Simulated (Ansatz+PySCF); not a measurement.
The numbers below are computed, except where a source is named.
A run of PySCF 2.14.0 on singlet SiCl(+) at this shape:

```xyz
2

Si    0.0000    0.0000    0.0000
Cl    0.9102    1.2136    2.6275
```

Its results:

```
Converged                       : yes
Reference energy                : -739.80981 hartree
CCSD correlation energy         : -0.10810 hartree
Triples correction              : -0.00120 hartree
Total energy                    : -739.91911 hartree
Spin squared of the determinant : 0.000
```

Question: Which input gives this output? Name the method, the orbitals and the basis set, and write the input.

Answer: RHF-CCSD(T) in STO-3G. An unrestricted run that stays on the closed shell gives the same numbers.

```python
from pyscf import gto, scf, cc

mol = gto.M(atom="""
Si 0.000000 0.000000 0.000000
Cl 0.910200 1.213600 2.627530
""", basis='sto-3g', charge=1, spin=0)
mf = scf.RHF(mol)
mf.kernel()
mycc = cc.CCSD(mf, frozen=10).run()
et = mycc.ccsd_t()
print(mf.e_tot, mycc.e_corr, et, mycc.e_tot + et)
```

Caution: large amplitudes, a single reference is doubtful; an unrestricted determinant lies well below.
